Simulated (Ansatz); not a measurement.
Styrene (`C=Cc1ccccc1`): measurement beside calculation (Ansatz, PBE0-D4/def2-TZVP geometry).

```xyz
16

C    -2.8319    0.2679   -0.2843
C    -1.6421    0.7748   -0.5953
C    -0.3300    0.2654   -0.1959
C    -0.1629   -0.8722    0.5975
C     1.0996   -1.3125    0.9473
C     2.2285   -0.6279    0.5136
C     2.0801    0.5022   -0.2740
C     0.8131    0.9415   -0.6232
H    -2.9476   -0.6190    0.3284
H    -3.7428    0.7334   -0.6395
H    -1.6107    1.6684   -1.2149
H    -1.0310   -1.4198    0.9454
H     1.2075   -2.1977    1.5639
H     3.2170   -0.9761    0.7899
H     2.9531    1.0447   -0.6185
H     0.7002    1.8270   -1.2404
```

Measured: 910 cm⁻¹ (out-of-plane CH bending, FTIR absorption, multipass gas cell); 705 cm⁻¹ (IR band near 705 cm-1, assigned to styrene by comparison with simulation, IR/UV ion dip spectroscopy); 780 cm⁻¹ (IR band near 780 cm-1, assigned to styrene by comparison with simulation, IR/UV ion dip spectroscopy); 910 cm⁻¹ (IR band near 910 cm-1, assigned to styrene by comparison with simulation, IR/UV ion dip spectroscopy). Source: High Sensitivity Monitoring of VOCs in Air through FTIR Spectroscopy Using a Multipass Gas Cell Setup, 2022 (pmc:9370991); Do Xylylenes Isomerize in Pyrolysis?, 2020 (pmc:7496364).

Harmonic PBE0-D4 wavenumbers (cm⁻¹, unscaled): 33, 206, 235, 409, 446, 450, 558, 632, 658, 711, 795, 804, 853, 932, 939, 961, 980, 1022, 1030, 1042, 1064, 1118, 1180, 1204, 1240, 1325, 1357, 1373, 1452, 1491, 1539, 1644, 1671, 1712, 3154, 3167, 3181, 3189, 3199, 3208, 3216, 3251. Fundamentals include anharmonicity and usually lie a few per cent under these; harmonic values from spectra compare directly.
